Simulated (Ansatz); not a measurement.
# HNPSi: the cost of one run

The runs use Ansatz 0.2.0, Gaussian basis; cc-pVTZ, core rule «outside noble gas», up to 11 orbitals frozen.

To be run: UHF; CCSD(T) on ROHF; CCSD(T) on UHF; BCCD(T) on ROHF; CCSDT(Q) on ROHF; CCSDT(Q) on UHF.

5 further runs of the same task are left out: 5 set aside as unsound or not needed.

## 1. The system

The geometry is a PBE0/def2-TZVP stationary point (not a proven minimum) of the parent state, kept for this charge and spin.

4 atoms, charge 1, spin multiplicity 5.

Atoms are counted from 1 here; the program's logs count them from 0.

Bond lengths: N1–Si2 1.684 Å, Si2–P3 2.147 Å, Si2–H4 1.486 Å. Angles: N1–Si2–P3 124.6°, N1–Si2–H4 115.7°, P3–Si2–H4 119.7°.

## 2. UHF

in.yaml reads:

```yaml
crystal:
  periodic: [false, false, false]
  atoms:
    - {symbol: N, position_ang: [0.000000, -0.653684, 1.908908]}
    - {symbol: Si, position_ang: [0.000000, 0.424943, 0.615445]}
    - {symbol: P, position_ang: [0.000000, -0.150432, -1.453120]}
    - {symbol: H, position_ang: [0.000000, 1.865832, 0.978241]}
basis:
  gaussian: {orbitals: cc-pVTZ}
total_charge: 1
magnetization: {spin_polarized: true, initial_magnetization: 4}
hamiltonian: {xc: hf}
output: {orbitals: {seedname: orbitals}}
```

Command:

```sh
> ansatz run in.yaml --threads 1 --pin off --events-out ev --progress --plain --max-ram 4096MiB --backend cpu
```

**Question.** How long does this run take on 1 thread of AMD EPYC 7R13, shared host, and how much memory does it need?

About 13 s, with a peak of 0.34 GiB.
